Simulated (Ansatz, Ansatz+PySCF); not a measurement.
```xyz
4

C    -0.0340   -0.0204   -1.0521
S    -0.0354    0.0071    0.5501
H    -0.0320   -0.9570   -1.6398
H    -0.0063    0.8801   -1.6131
```

RHF-MP2 on singlet CH₂S was run in several spherical basis sets with Ansatz (development build ahead of 0.2.0). Frozen core: 6 orbitals.

(1) Rank the basis sets by the total energy that they give, lowest first, with the distance from the lowest.
A. STO-3G
B. def2-TZVP
C. 6-31G(d)
D. aug-cc-pVDZ
E. def2-SVP
F. 6-31G

## Answers

(1) B (0.00 eV), D (1.78 eV), C (3.47 eV), E (6.71 eV), F (7.41 eV), A (138.83 eV).

Totals follow the description of the cores as much as that of the bonds, so this order isn't one of quality for chemistry.
